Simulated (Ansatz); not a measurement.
Correlation energies of BClF (`F[B]Cl`) radical by basis set

```xyz
3

F     0.221   -1.005   -0.756
B     0.009   -0.357    0.352
Cl   -0.230    1.362    0.403
```

Total charge 0; spin multiplicity 2. The geometry is a stationary point of PBE0-D4/def2-TZVP. Frozen core, unrestricted reference, Ansatz. CBS rows extrapolate triple and quadruple zeta.

```
      basis     HF (Eh)  MP2 corr.  CCSD corr.       (T)  CCSD(T) total
   def2-SVP  -583.41380   -0.37683    -0.39481  -0.00859     -583.81720
 def2-TZVPP  -583.72650   -0.50552    -0.52525  -0.01960     -584.27135
 def2-QZVPP  -583.74488   -0.55422    -0.56998  -0.02311     -584.33797
  CBS(def2)  -583.74741   -0.59029    -0.60311  -0.02570     -584.37622
cc-pV(D+d)Z  -583.66743   -0.38321    -0.40210  -0.00943     -584.07896
cc-pV(T+d)Z  -583.72863   -0.50782    -0.52698  -0.01988     -584.27549
cc-pV(Q+d)Z  -583.74232   -0.55535    -0.57111  -0.02310     -584.33653
    CBS(cc)  -583.74644   -0.58919    -0.60252  -0.02540     -584.37436
```
